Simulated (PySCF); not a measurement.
Fill in the blanks.

Hydrogen peroxide, H₂O₂.
SMILES: `OO`

Conformer (atom-mapped SMILES and torsion angles): `[OH:1][OH:2]`: H–O1–O2–H -119°.

```json
{"property": "point group", "level": "PBE0-D3(BJ)/def2-SVP", "value": "?"}
{"property": "rotational constants A, B, C", "level": "PBE0-D3(BJ)/def2-SVP", "value": "305.031, 27.656, 26.544 GHz"}
{"property": "dipole moment", "level": "B97-2/pcSseg-2", "value": "1.68 D"}
{"property": "HOMO energy", "level": "B97-2/pcSseg-2", "value": "-7.76 eV"}
{"property": "LUMO energy", "level": "B97-2/pcSseg-2", "value": "?"}
{"property": "1H chemical shifts (computed TMS as zero) by class", "level": "GIAO B97-2/pcSseg-2", "value": "?"}
{"property": "isotropic shieldings of nuclei other than C and H, by class", "level": "GIAO B97-2/pcSseg-2", "value": "?"}
{"property": "largest of the computed one-bond spin–spin couplings (means over like bonds)", "level": "B3LYP/pcJ-1", "value": "17O–1H -47.5 (×2), 17O–17O +15.7 Hz"}
{"property": "core binding energies", "level": "ΔSCF SCAN, pcX-2 on the ionised atom, pcseg-1 elsewhere, spin-free X2C", "value": "?"}
```

Gas-phase values; electronic properties from PySCF, density fitting. Isolated species at its PBE0-D3(BJ)/def2-SVP geometry, gas phase.

Question: The isotropic shieldings of nuclei other than C and H, by class?

Answer: 133 (2 O) ppm.

Question: What is the point group?

Answer: C2.

Question: The core binding energies?

Answer: O1s 540.7 (×2) eV.

Question: Give the 1H chemical shifts (computed TMS as zero) by class.

Answer: 5.62 (2 H) ppm.

Question: Give the LUMO energy.

Answer: 0.44 eV.

The rotational constants make it an asymmetric top with κ = (2B − A − C)/(A − C) = -0.99, nearer the prolate limit (−1). The dipole matches unit charges of opposite sign 0.35 Å apart (1 e·Å = 4.8032 D). With B = h/(8π²I), that is 505.379 GHz u Å² over I, the principal moments of inertia are 1.66, 18.3 and 19.0 u Å² (most abundant isotopes). A dipole of 1.68 D is allowed in C2, and pure rotational transitions are dipole-allowed.
